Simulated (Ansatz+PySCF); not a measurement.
Results of a calculation; reference values are marked as such.
A run of Ansatz (development build ahead of 0.2.0) on doublet O2F at this shape:

```xyz
3

F     0.0000    0.1976   -1.2497
O     0.0000   -0.4907    0.2124
O     0.0000    0.2931    1.0373
```

Its results:

```yaml
Converged: yes
Reference_energy: -249.03104 hartree
Correlation_energy: -0.65314 hartree
Total_energy: -249.68418 hartree
Spin_squared_of_the_determinant: 1.514
Stability_test: minimum
Occupied_orbitals_by_symmetry_in_an_Abelian_subgroup_alpha;_beta: 10 A' 3 A''; 10 A' 2 A''
```

Forces (eV/Å):
| atom | Fx | Fy | Fz |
| --- | --- | --- | --- |
| F1 | 0.000 | 0.651 | -1.570 |
| O2 | 0.000 | -3.316 | -1.400 |
| O3 | 0.000 | 2.665 | 2.970 |

(1) Which input gives this output? Name the method, the orbitals and the basis set, and write the input.

Results:

(1) UHF-MP2 in cc-pVTZ.

```yaml
crystal:
  periodic: [false, false, false]
  atoms:
    - { symbol: F, position_ang: [0.0, 0.19761, -1.2497] }
    - { symbol: O, position_ang: [0.0, -0.49071, 0.21245] }
    - { symbol: O, position_ang: [0.0, 0.29311, 1.03725] }
basis:
  gaussian: { orbitals: cc-pVTZ }
magnetization:
  spin_polarized: true
  initial_magnetization: 1
hamiltonian:
  xc: hf
correlation:
  method: mp2
  frozen_orbitals: { F: 1, O: 1 }
output:
  forces: true
```

Caution: the unrestricted determinant is spin contaminated; forces differ strongly between restricted and unrestricted references; another reference gives a lower total.
